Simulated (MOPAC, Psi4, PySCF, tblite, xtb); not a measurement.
Dimer H2O ··· CH4O (SMILES O and CO), singlet at R = 3.13 Å between the centres of mass, closest contact 1.91 Å (lowest of the rigid-body minima from ten starts at GFN2-xTB). Geometry in Å and degrees:

```
O
H 1 0.9621
C 1 1.4207 2 108.71
H 3 1.0890 1 106.79 2 -179.99
H 3 1.0957 4 108.35 1 -121.03
H 3 1.0957 4 108.35 5 -117.94
H 1 1.9111 2 114.05 3 -118.73
O 7 0.9627 1 171.58 2 -0.82
H 8 0.9627 7 105.25 1 -102.30
```

Levels of theory: GFN2-xTB (tblite); SAPT0/jun-cc-pVDZ, frozen core (Psi4); BLYP/def2-TZVP, counterpoise-corrected (Psi4); BLYP-D3(BJ)/def2-TZVP, counterpoise-corrected (Psi4); PBE/def2-TZVP, counterpoise-corrected (Psi4); PBE-D3(BJ)/def2-TZVP, counterpoise-corrected (Psi4); HF/aug-cc-pVDZ, counterpoise-corrected (Psi4); MP2/aug-cc-pVDZ = DF-MP2/aug-cc-pVDZ, frozen core, counterpoise-corrected (Psi4); SCS-MP2/aug-cc-pVDZ = Psi4 with DF-SCS-MP2/aug-cc-pVDZ, frozen core, counterpoise-corrected; PM3, restricted, heats of formation (MOPAC); PM6, restricted, heats of formation (MOPAC); GFN1-xTB (xtb); RKS-B3LYP/6-31G* = PySCF with restricted B3LYP/6-31G*, spherical d, no counterpoise correction; RKS-M06-2X/6-31G* = restricted M06-2X/6-31G*, spherical d, no counterpoise correction (PySCF 2.14.0); RHF/6-31G* = restricted Hartree-Fock/6-31G*, spherical d, no counterpoise correction (PySCF 2.14.0); RHF/STO-3G = restricted Hartree-Fock/STO-3G, no counterpoise correction run with PySCF.

Task: What interaction energy does each level give?

Result: 
| method | E_int / kcal/mol |
|---|---|
| RKS-M06-2X/6-31G* | -7.33 |
| RKS-B3LYP/6-31G* | -6.98 |
| PBE-D3(BJ)/def2-TZVP | -5.66 |
| RHF/6-31G* | -5.46 |
| SAPT0/jun-cc-pVDZ | -5.39 |
| BLYP-D3(BJ)/def2-TZVP | -5.24 |
| RHF/STO-3G | -5.03 |
| PBE/def2-TZVP | -4.99 |
| GFN2-xTB | -4.86 |
| MP2/aug-cc-pVDZ | -4.62 |
| GFN1-xTB | -4.41 |
| PM6 | -4.25 |
| SCS-MP2/aug-cc-pVDZ | -4.06 |
| BLYP/def2-TZVP | -3.99 |
| HF/aug-cc-pVDZ | -3.39 |
| PM3 | -2.67 |
